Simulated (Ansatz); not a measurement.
# CH₄Si+ (doublet): the correlation ladder, cc-pVDZ

The task here is to estimate one member of a computed series from the others.

Method: cc-pVDZ, core rule «outside noble gas», up to 6 orbitals frozen; program: Ansatz 0.2.0, Gaussian basis.

Plan: UHF; CCSD(T) on ROHF; CCSD(T) on UHF; BCCD(T) on ROHF; CISD; CCSDT(Q) on ROHF; CCSDT(Q) on UHF; CASSCF and MRCISD+Q, 9 electrons in 9 orbitals; CASSCF and NEVPT2, 9 electrons in 9 orbitals.

19 further runs of the same task are left out: 6 that didn't finish, 13 set aside as unsound or not needed.

### What is computed

The geometry is a PBE0/def2-TZVP stationary point (not a proven minimum) of the parent state, kept for this charge and spin.

6 atoms, charge 1, spin multiplicity 2.

Atoms are counted from 1 here; the program's logs count them from 0.

Bond lengths: Si1–C2 1.868 Å, Si1–H3 1.493 Å, Si1–H4 1.491 Å, Si1–H5 1.491 Å, C2–H6 1.105 Å. Angles: C2–Si1–H3 123.0°, C2–Si1–H4 102.9°, C2–Si1–H5 102.9°, H3–Si1–H4 109.1°, H3–Si1–H5 109.1°, H4–Si1–H5 109.2°, Si1–C2–H6 114.3°.

Set-up of the first run:

in.yaml reads:

```yaml
crystal:
  periodic: [false, false, false]
  atoms:
    - {symbol: Si, position_ang: [0.000000, 0.030650, 0.526970]}
    - {symbol: C, position_ang: [0.000000, -0.131335, -1.333717]}
    - {symbol: H, position_ang: [0.000000, 1.348427, 1.227799]}
    - {symbol: H, position_ang: [1.215343, -0.735078, 0.927610]}
    - {symbol: H, position_ang: [-1.215343, -0.735078, 0.927610]}
    - {symbol: H, position_ang: [0.000000, 0.832681, -1.873946]}
basis:
  gaussian: {orbitals: cc-pVDZ}
total_charge: 1
magnetization: {spin_polarized: true, initial_magnetization: 1}
hamiltonian: {xc: hf}
output: {orbitals: {seedname: orbitals}}
```

Launch:

```bash
$ ansatz run in.yaml --threads 1 --pin off --events-out ev --progress --plain --max-ram 2393MiB
```

Steps of the session up to this table: UHF; CCSD(T) on ROHF; CCSD(T) on UHF; BCCD(T) on ROHF; CISD; CCSDT(Q) on ROHF; CCSDT(Q) on UHF; CASSCF and MRCISD+Q, 9 electrons in 9 orbitals; CASSCF and NEVPT2, 9 electrons in 9 orbitals.

One table of the session follows, with a row left open; its other results are not shown here.

| method | from UCCSDT(Q) (meV) |
| --- | --- |
| ROHF | +6383.6 |
| UHF | ? |
| RMP2 | +1524.4 |
| UMP2 | +1514.6 |
| CISD | +726.0 |
| RCCSD | +230.1 |
| UCCSD | +229.0 |
| RCCSD(T) | +58.2 |
| UCCSD(T) | +58.3 |
| BCCD(T) | +59.2 |
| RCCSDT | +10.6 |
| UCCSDT | +10.4 |
| RCCSDT(Q) | +3.0 |
| UCCSDT(Q) | 0 |
| CASSCF frontier | +4650.3 |
| MRCISD frontier | +440.6 |
| MRCISD+Q frontier | +99.5 |

Q: Estimate the row for UHF from the others.

The run gave: from UCCSDT(Q) (meV): +6305.7. In the column «from UCCSDT(Q) (meV)» it lies between CASSCF frontier (+4650.3) and ROHF (+6383.6).

Among the levels timed on like hardware and quicker than the yardstick, those that no quicker one beats, quickest first: CISD (9.5 s, +726.0 meV); BCCD(T) (11 s, +59.2 meV); RCCSD(T) (18 s, +58.2 meV); RCCSDT(Q) (2 min, +3.0 meV).

Not comparable, so not listed: CASSCF and NEVPT2, 9 electrons in 9 orbitals (they don't share determinant, frozen orbitals or solution with the rows shown, or repeat one).

To keep in mind: Restricted and unrestricted rows rest on different reference determinants; where their highest levels disagree by more than a few hundredths of an eV, they describe different states and don't form one ladder. Warnings in the runs' records: passed over end.
